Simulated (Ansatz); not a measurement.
Cost and result for the atomization energy of `[CH3][Mg][Cl]` (6 atoms, 5 bonds).

```json
{"atom": "C1", "x (Å)": "-0.8400", "y (Å)": "0.0841", "z (Å)": "0.1323"}
{"atom": "Mg2", "x (Å)": "1.1915", "y (Å)": "-0.1194", "z (Å)": "-0.1877"}
{"atom": "Cl3", "x (Å)": "3.3470", "y (Å)": "-0.3351", "z (Å)": "-0.5273"}
{"atom": "H4", "x (Å)": "-1.2511", "y (Å)": "-0.7842", "z (Å)": "0.6552"}
{"atom": "H5", "x (Å)": "-1.3847", "y (Å)": "0.1873", "z (Å)": "-0.8105"}
{"atom": "H6", "x (Å)": "-1.0626", "y (Å)": "0.9673", "z (Å)": "0.7380"}
```

The species carries charge 0 and has multiplicity 1. Correlated methods include outer-core shells of Mg, which these sets cover unevenly. All single points use the PBE0-D4/def2-TZVP geometry. Program: Ansatz. All runs use 4 threads of an Arm Neoverse V2 on a shared host. Times are those of one run each, without the atoms' runs, and a repeat can differ threefold. Electronic energies, without spin–orbit coupling; frozen cores. CCSD(T)/CBS adds CCSD(T) − MP2 in def2-TZVPP to the MP2 limit, and its time is that of the two runs behind it. T1 = 0.007. With those shells the extrapolation isn't a true limit.

CCSD(T)/CBS is a level of theory with its own doubt, some kJ/mol a heavy atom from the limit and from the frozen cores, so smaller differences don't rank the functionals.

```csv
level,functions,wall time
CCSD(T)/def2-SVP,65,0.5 s
BLYP-D4/def2-TZVPP,147,0.75 s
PBE0-D4/def2-TZVPP,147,0.75 s
BHLYP-D4/def2-TZVPP,147,0.8 s
PBE-QIDH/def2-TZVPP,147,1.2 s
r2SCAN-D4/def2-TZVPP (with forces),147,1.4 s
r2SCANh-D4/def2-TZVPP,147,1.4 s
B97M-V/def2-TZVPP,147,2.3 s
ωB97X-V/def2-TZVPP,147,2.4 s
ωB97M-V/def2-TZVPP (with forces),147,3 s
CCSD(T)/def2-TZVPP,147,8 s
CCSD(T)/def2-QZVPP,280,100 s
CCSD(T)/CBS(def2),–,110 s
```

Q: What atomization energy does each give, and how far from CCSD(T)/CBS? (Best estimate.)

A: Computed: 
```csv
level,atomization (kcal/mol),difference from CCSD(T)/CBS,per bond
CCSD(T)/def2-SVP,425.8,-27.8,-5.6
BLYP-D4/def2-TZVPP,443.7,-9.9,-2.0
PBE0-D4/def2-TZVPP,449.4,-4.2,-0.8
BHLYP-D4/def2-TZVPP,438.7,-14.9,-3.0
PBE-QIDH/def2-TZVPP,448.6,-5.0,-1.0
r2SCAN-D4/def2-TZVPP (with forces),454.8,1.2,0.2
r2SCANh-D4/def2-TZVPP,452.7,-0.9,-0.2
B97M-V/def2-TZVPP,453.0,-0.6,-0.1
ωB97X-V/def2-TZVPP,451.1,-2.5,-0.5
ωB97M-V/def2-TZVPP (with forces),449.0,-4.6,-0.9
CCSD(T)/def2-TZVPP,438.2,-15.4,-3.1
CCSD(T)/def2-QZVPP,448.0,-5.6,-1.1
CCSD(T)/CBS(def2),453.6,0.0,0.0
```

At CCSD(T), def2-SVP lies −27.8 kcal/mol from the extrapolated value and def2-TZVPP −15.4 kcal/mol: correlation converges slowly with the basis, and small sets miss more of it in the bonded molecule than in its fragments. In def2-TZVPP, CCSD(T) changes the Hartree–Fock value by +93.3 kcal/mol (the triples alone add +5.3 kcal/mol) and MP2 by +100.8 kcal/mol; breaking electron pairs costs correlation energy, which Hartree–Fock lacks. Leaving LDA and LC-ωPBE aside and taking each functional with its dispersion term where it has one, the values spread over 16.1 kcal/mol, from BHLYP-D4 to r2SCAN-D4. LDA lies +48.8 kcal/mol from PBE without D4, its usual overbinding.
